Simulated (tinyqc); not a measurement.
Worked calculation (part 2 of 2): RHF in the sto-6g basis, for H2O, spin multiplicity 1. Computed by tinyqc, a small Python program that keeps every step (integrals from PySCF). Command: `OMP_NUM_THREADS=1 python tinyqc.py 29323 29324 out.jsonl` (the two numbers bound the seeds that draw the settings). One thread of a shared host (Intel(R) Xeon(R) Processor @ 2.60GHz), about 0.1 s of CPU time with the checks.

Geometry (angstrom):
```
atom         x          y         z
O     0.000000   0.000000  0.000000
H     0.000000   0.878000  0.571000
H     0.000000  -0.878000  0.571000
```

## Iteration 2: diagonalisation and new density

extrapolated F (hartree):
```
             1O 1s      1O 2s     1O 2px     1O 2py     1O 2pz      2H 1s      3H 1s
1O 1s   -20.590398  -4.977850   0.000000   0.000000  -0.024479  -0.977645  -0.977645
1O 2s    -4.977850  -2.365472   0.000000   0.000000  -0.074541  -0.864188  -0.864188
1O 2px    0.000000   0.000000  -0.443452   0.000000   0.000000   0.000000   0.000000
1O 2py    0.000000   0.000000   0.000000  -0.302249   0.000000  -0.381562   0.381562
1O 2pz   -0.024479  -0.074541   0.000000   0.000000  -0.294260  -0.306465  -0.306465
2H 1s    -0.977645  -0.864188   0.000000  -0.381562  -0.306465  -0.465661  -0.266906
3H 1s    -0.977645  -0.864188   0.000000   0.381562  -0.306465  -0.266906  -0.465661
```

X:
```
            1O 1s      1O 2s    1O 2px     1O 2py     1O 2pz      2H 1s      3H 1s
1O 1s    1.022553  -0.134990  0.000000   0.000000  -0.007023   0.018636   0.018636
1O 2s   -0.134990   1.188053  0.000000   0.000000   0.076636  -0.250883  -0.250883
1O 2px   0.000000   0.000000  1.000000   0.000000   0.000000   0.000000   0.000000
1O 2py   0.000000   0.000000  0.000000   1.095861   0.000000  -0.203448   0.203448
1O 2pz  -0.007023   0.076636  0.000000   0.000000   1.035129  -0.115382  -0.115382
2H 1s    0.018636  -0.250883  0.000000  -0.203448  -0.115382   1.154209  -0.060083
3H 1s    0.018636  -0.250883  0.000000   0.203448  -0.115382  -0.060083   1.154209
```

D after iteration 1:
```
            1O 1s      1O 2s    1O 2px     1O 2py     1O 2pz      2H 1s      3H 1s
1O 1s    2.112655  -0.500063  0.000000   0.000000   0.071413   0.023110   0.023110
1O 2s   -0.500063   2.282470  0.000000   0.000000  -0.444711  -0.243652  -0.243652
1O 2px   0.000000   0.000000  2.000000   0.000000   0.000000   0.000000   0.000000
1O 2py   0.000000   0.000000  0.000000   0.913803   0.000000   0.349639  -0.349639
1O 2pz   0.071413  -0.444711  0.000000   0.000000   1.182620   0.425328   0.425328
2H 1s    0.023110  -0.243652  0.000000   0.349639   0.425328   0.710909  -0.094740
3H 1s    0.023110  -0.243652  0.000000  -0.349639   0.425328  -0.094740   0.710909
```

overlap S:
```
           1O 1s     1O 2s    1O 2px     1O 2py    1O 2pz     2H 1s      3H 1s
1O 1s   1.000000  0.231145  0.000000   0.000000  0.000000  0.045060   0.045060
1O 2s   0.231145  1.000000  0.000000   0.000000  0.000000  0.419742   0.419742
1O 2px  0.000000  0.000000  1.000000   0.000000  0.000000  0.000000   0.000000
1O 2py  0.000000  0.000000  0.000000   1.000000  0.000000  0.301804  -0.301804
1O 2pz  0.000000  0.000000  0.000000   0.000000  1.000000  0.196276   0.196276
2H 1s   0.045060  0.419742  0.000000   0.301804  0.196276  1.000000   0.175687
3H 1s   0.045060  0.419742  0.000000  -0.301804  0.196276  0.175687   1.000000
```

Diagonalise F' = X^T F X, C = X C', fill 5 alpha and 5 beta electrons from the bottom; D = 2 C_occ C_occ^T; the new density keeps 0.2 of the old one (damping). Each column has its largest component positive (the first on a tie).

F' = X^T F X (hartree):
```
            1          2          3          4          5          6          7
1  -20.264492  -2.502265   0.000000   0.000000  -0.043384  -0.151604  -0.151604
2   -2.502265  -1.302909   0.000000   0.000000   0.104563  -0.429047  -0.429047
3    0.000000   0.000000  -0.443452   0.000000   0.000000   0.000000   0.000000
4    0.000000   0.000000   0.000000  -0.039149   0.000000  -0.422841   0.422841
5   -0.043384   0.104563   0.000000   0.000000  -0.182015  -0.286581  -0.286581
6   -0.151604  -0.429047   0.000000  -0.422841  -0.286581  -0.014675  -0.073641
7   -0.151604  -0.429047   0.000000   0.422841  -0.286581  -0.073641  -0.014675
```

orbital energies (hartree): MO1 -20.593330, MO2 -1.265367, MO3 -0.590088, MO4 -0.443452, MO5 -0.440401, MO6 0.461364, MO7 0.609905

coefficients C:
```
              MO1        MO2        MO3       MO4        MO5        MO6        MO7
1O 1s    0.996838  -0.230416   0.000000  0.000000   0.080768   0.106212   0.000000
1O 2s    0.014565   0.901694   0.000000  0.000000  -0.467286  -0.727894   0.000000
1O 2px   0.000000   0.000000   0.000000  1.000000   0.000000   0.000000   0.000000
1O 2py   0.000000   0.000000   0.610994  0.000000   0.000000   0.000000   0.954139
1O 2pz   0.002395   0.078101   0.000000  0.000000   0.768974  -0.711767   0.000000
2H 1s   -0.003097   0.122804   0.432171  0.000000   0.330038   0.742390  -0.769333
3H 1s   -0.003097   0.122804  -0.432171  0.000000   0.330038   0.742390   0.769333
```

D after iteration 2:
```
            1O 1s      1O 2s    1O 2px     1O 2py     1O 2pz      2H 1s      3H 1s
1O 1s    2.107812  -0.469593  0.000000   0.000000   0.088683  -0.002940  -0.002940
1O 2s   -0.469593   2.107087  0.000000   0.000000  -0.551140  -0.118388  -0.118388
1O 2px   0.000000   0.000000  2.000000   0.000000   0.000000   0.000000   0.000000
1O 2py   0.000000   0.000000  0.000000   0.780062   0.000000   0.492414  -0.492414
1O 2pz   0.088683  -0.551140  0.000000   0.000000   1.192407   0.506464   0.506464
2H 1s   -0.002940  -0.118388  0.000000   0.492414   0.506464   0.639441  -0.119358
3H 1s   -0.002940  -0.118388  0.000000  -0.492414   0.506464  -0.119358   0.639441
```

## Iteration 17 (converged): orbitals

converged F (hartree):
```
             1O 1s      1O 2s     1O 2px     1O 2py     1O 2pz      2H 1s      3H 1s
1O 1s   -20.497803  -4.961323   0.000000   0.000000  -0.026095  -0.974706  -0.974706
1O 2s    -4.961323  -2.308775   0.000000   0.000000  -0.083001  -0.866367  -0.866367
1O 2px    0.000000   0.000000  -0.385058   0.000000   0.000000   0.000000   0.000000
1O 2py    0.000000   0.000000   0.000000  -0.270631   0.000000  -0.389093   0.389093
1O 2pz   -0.026095  -0.083001   0.000000   0.000000  -0.300420  -0.307659  -0.307659
2H 1s    -0.974706  -0.866367   0.000000  -0.389093  -0.307659  -0.464768  -0.264084
3H 1s    -0.974706  -0.866367   0.000000   0.389093  -0.307659  -0.264084  -0.464768
```

Diagonalise F' = X^T F X, C = X C', fill 5 alpha and 5 beta electrons from the bottom; D = 2 C_occ C_occ^T. Each column has its largest component positive (the first on a tie).

F' = X^T F X (hartree):
```
            1          2          3          4          5          6          7
1  -20.170947  -2.505535   0.000000   0.000000  -0.044636  -0.148439  -0.148439
2   -2.505535  -1.224484   0.000000   0.000000   0.100429  -0.448662  -0.448662
3    0.000000   0.000000  -0.385058   0.000000   0.000000   0.000000   0.000000
4    0.000000   0.000000   0.000000   0.005377   0.000000  -0.440059   0.440059
5   -0.044636   0.100429   0.000000   0.000000  -0.188858  -0.286853  -0.286853
6   -0.148439  -0.448662   0.000000  -0.440059  -0.286853  -0.004345  -0.070526
7   -0.148439  -0.448662   0.000000   0.440059  -0.286853  -0.070526  -0.004345
```

orbital energies (hartree): MO1 -20.500874, MO2 -1.225278, MO3 -0.587300, MO4 -0.424977, MO5 -0.385058, MO6 0.491969, MO7 0.658858

coefficients C:
```
              MO1        MO2        MO3        MO4       MO5        MO6        MO7
1O 1s    0.996763  -0.225635   0.000000   0.085609  0.000000  -0.113162   0.000000
1O 2s    0.014899   0.870826   0.000000  -0.476229  0.000000   0.759010   0.000000
1O 2px   0.000000   0.000000   0.000000   0.000000  1.000000   0.000000   0.000000
1O 2py   0.000000   0.000000   0.595148   0.000000  0.000000   0.000000   0.964102
1O 2pz   0.002512   0.093293   0.000000   0.787677  0.000000   0.689126   0.000000
2H 1s   -0.003160   0.148076   0.444821   0.301909  0.000000  -0.749715  -0.762088
3H 1s   -0.003160   0.148076  -0.444821   0.301909  0.000000  -0.749715   0.762088
```

D after iteration 17:
```
            1O 1s      1O 2s    1O 2px     1O 2py     1O 2pz      2H 1s      3H 1s
1O 1s    2.103552  -0.444815  0.000000   0.000000   0.097771  -0.021431  -0.021431
1O 2s   -0.444815   1.970709  0.000000   0.000000  -0.587671  -0.029752  -0.029752
1O 2px   0.000000   0.000000  2.000000   0.000000   0.000000   0.000000   0.000000
1O 2py   0.000000   0.000000  0.000000   0.708402   0.000000   0.529469  -0.529469
1O 2pz   0.097771  -0.587671  0.000000   0.000000   1.258291   0.503227   0.503227
2H 1s   -0.021431  -0.029752  0.000000   0.529469   0.503227   0.621903  -0.169561
3H 1s   -0.021431  -0.029752  0.000000  -0.529469   0.503227  -0.169561   0.621903
```

## Convergence

Stop when the energy changes by less than 1e-10 hartree and every element of the error matrix X^T (F D S - S D F) X is below 3e-06.

Course of the cycle:
```
iteration   E (hartree)     change  largest element of the error matrix
1          -74.00512128          -                             6.22e-01
2          -75.27811998  -1.27e+00                             1.17e-01
3          -75.58286791  -3.05e-01                             4.74e-02
4          -75.64763379  -6.48e-02                             9.26e-03
5          -75.66098818  -1.34e-02                             3.17e-03
6          -75.66369632  -2.71e-03                             7.50e-04
7          -75.66424329  -5.47e-04                             1.54e-04
8          -75.66435297  -1.10e-04                             3.06e-05
9          -75.66437493  -2.19e-05                             6.12e-06
10         -75.66437932  -4.39e-06                             1.22e-06
11         -75.66438019  -8.78e-07                             2.45e-07
12         -75.66438037  -1.76e-07                             4.90e-08
13         -75.66438040  -3.51e-08                             9.79e-09
14         -75.66438041  -7.02e-09                             1.96e-09
15         -75.66438041  -1.40e-09                             3.92e-10
16         -75.66438041  -2.81e-10                             7.83e-11
17         -75.66438041  -5.62e-11                             1.57e-11
```

PySCF RHF in the same basis = -75.66438041 hartree

Converged in 17 iterations.

## Populations, bond orders and dipole

Mulliken: Z minus the diagonal of D S on the atom; Loewdin: the same with S^(1/2) D S^(1/2); Mayer order: 2 sum_s sum (D(s) S)_ij (D(s) S)_ji over the two atoms.

Charges (e):
```
atom   Mulliken    Loewdin
1O    -0.325547  -0.236998
2H     0.162774   0.118499
3H     0.162774   0.118499
```

Mayer bond orders:
```
pair     order
2-1   0.955339
3-1   0.955339
3-2   0.018166
```

dipole moment about the origin, x y z (debye): 0.000000  0.000000  1.588688
